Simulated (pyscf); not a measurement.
Single points on ωB97X-D3(BJ)/def2-SVP structures (PySCF, gas phase).

Problem. For the elementary gas-phase step `[CH2]=[CH][CH]([CH3])[Br]` -> `[CH2]=[CH][CH]=[CH2]` + `[BrH]` (singlet surface; C–H, Br–C broken, Br–H formed), what barrier and reaction energy does PBE0-D3(BJ)/def2-TZVP give, measured from the reactant's lowest minimum found?

Solution. ΔE‡ = 190.2 kJ/mol, ΔE = +93.7 kJ/mol. ωB97M-D3(BJ)/def2-TZVP gives 203.7 kJ/mol and +80.7 kJ/mol. Zero-point energy shifts the barrier by -17.4 kJ/mol. It is an elimination, with an imaginary mode of 1208i cm⁻¹. One saddle was located; it need not be the lowest between these sides. Elements up to Kr have no core potential and no relativistic terms here.
